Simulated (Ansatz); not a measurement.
A calculation with Ansatz (development build ahead of 0.2.0).

```yaml
crystal:
  periodic: [false, false, false]
  atoms:
    - { symbol: C, position_ang: [0.0, 0.0, 0.0] }
    - { symbol: C, position_ang: [0.0, 0.0, 1.29] }
basis:
  gaussian: { orbitals: def2-SVP }
magnetization:
  spin_polarized: true
hamiltonian:
  xc: hf
correlation:
  method: mp2
  frozen_orbitals: { C: 1 }
output:
  forces: true
```

The input is written out in the form of the current development build from the run's settings.

Output:

```json
{
  "Converged": "yes",
  "Reference energy": "-75.43844 hartree",
  "Correlation energy": "-0.13657 hartree",
  "Total energy": "-75.57501 hartree",
  "Spin squared of the determinant": "1.847",
  "Stability test": "minimum"
}
```

Forces (eV/Å):
```tsv
atom	Fx	Fy	Fz
C1	0.000	0.000	5.261
C2	0.000	0.000	-5.261
```

Caution: bonds are stretched, where a single reference can fail; the unrestricted determinant is a mixture of spin states.
